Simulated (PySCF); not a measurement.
Gas-phase reaction: 2 BH₂F + H₂ → 2 BH₂ + 2 HF

Energies from PySCF, thermal terms from the rigid-rotor harmonic-oscillator model, ideal gas at 1 bar. S°(298 K) at PBE0/def2-TZVP differs from the NASA 1993 table for BH₂ (+14 J/mol/K); whether the harmonic model or the table's entry is off was not settled. † marks an energy on the PBE0/def2-TZVP geometry and frequencies. MP2 freezes the core. Open shells (unrestricted): BH₂ (multiplicity 2); the rest are closed-shell singlets. B3LYP is the form with VWN-RPA correlation. BH₂F: computed as isolated molecules; such fragments, hydroxides, amides, oligomers or adducts are transient or little studied in the gas. MP2 isn't extrapolated to the basis-set limit; its ΔH°(298 K) is 750.8 kJ in def2-SVP and 715.5 kJ in def2-TZVPP. The harmonic model lacks anharmonicity and excited electronic states, which grow with temperature; levels with a mode under 35 cm⁻¹ are left out.

```
level             ΔE electronic, kJ  ΔH°(298 K), kJ  ΔS°(298 K), J/K  ΔG°(800 K), kJ
----------------  -----------------  --------------  ---------------  --------------
B3LYP/def2-TZVP†                742             731              160             599
MP2/def2-TZVPP†                 726             715              160             583
PBE/def2-TZVP†                  737             727              160             595
PBE0/def2-QZVP†                 712             701              160             569
PBE0/def2-SVP†                  772             761              160             629
```
ΔH° is lowest at PBE0/def2-QZVP† and highest at PBE0/def2-SVP†. No reference value is set beside these.
